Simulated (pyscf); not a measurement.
Thermochemistry of product channels of SiH₃⁺ (SMILES [SiH3+]) + CH₄ (SMILES C) on the singlet surface, in kcal/mol, from ωB97M-D3(BJ)/def2-TZVP energies (ideal gas, 1 atm, RRHO with modes under 100 cm⁻¹ raised to 100, one conformer, R ln 2 for rigid chiral ones). Single points on ωB97X-D3(BJ)/def2-SVP structures (PySCF, gas phase).

```json
[
 {"products": "SiH₄ (SMILES [SiH4]) + CH₃⁺ (SMILES [CH3+])", "ΔE": "?", "ΔH(298 K)": "+52.8", "ΔG(600 K)": "+52.7", "ΔG(900 K)": "+52.4"},
 {"products": "H₃C–SiH₂⁺ (SMILES C[SiH2+]) + H₂ (SMILES [H][H])", "ΔE": "?", "ΔH(298 K)": "-12.6", "ΔG(600 K)": "-14.0", "ΔG(900 K)": "-15.6"}
]
```

Problem. Fill in the missing entries.

Solution. 
- SiH₄ (SMILES [SiH4]) + CH₃⁺ (SMILES [CH3+]), ΔE: +55.6
- H₃C–SiH₂⁺ (SMILES C[SiH2+]) + H₂ (SMILES [H][H]), ΔE: -9.7

These are energies of the channels, which say nothing of barriers.
